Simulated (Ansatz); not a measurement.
## C5H10O, SMILES CCC1(C)CO1: a ranking of conformers, step by step

With Ansatz 0.2.0, Python API.

Notebook, run cell by cell (the value of a cell's last expression is shown):

In [1]:
```python
import ansatz as az
from rdkit import Chem
from rdkit.Chem import AllChem
```

In [2]:
```python
BASIS = "6-31G*"
XC = "pbe"
VDW = "d4"
```

In [3]:
```python
rd = Chem.AddHs(Chem.MolFromSmiles("CCC1(C)CO1"))
ids = list(AllChem.EmbedMultipleConfs(rd, numConfs=20, randomSeed=300, pruneRmsThresh=0.4))
field = [energy for _, energy in AllChem.MMFFOptimizeMoleculeConfs(rd)]
distinct = {round(e, 2): i for i, e in zip(ids, field)}
chosen = sorted(distinct.items())[:5]
found = []
for force_field, index in chosen:
    mol = az.Crystal.molecule()
    for atom, xyz in zip(rd.GetAtoms(), rd.GetConformer(index).GetPositions()):
        mol = mol.atom(atom.GetSymbol(), xyz.round(5).tolist())
    setup = (
        mol.calculation()
        .basis(gaussian=BASIS)
        .functional(XC, dispersion=VDW)
    )
    found.append(setup.run(threads=1, pin="off").report["free_energy_ev"])
print("conformer   MMFF (kcal/mol)   this level (kcal/mol)")
for (force_field, index), e in zip(chosen, found):
    print(f"{index:9d} {force_field - chosen[0][0]:17.2f} {23.060548 * (e - min(found)):17.3f}")
```
```text
conformer   MMFF (kcal/mol)   this level (kcal/mol)
        5              0.00             0.459
        1              0.52             0.000
        4              2.39             0.535
```

The conformers keep their force-field geometries. Timing: 6.7 s on 1 thread of INTEL(R) XEON(R) PLATINUM 8581C CPU @ 2.30GHz (Emerald Rapids), with other jobs on the host, peak memory 0.28 GiB.
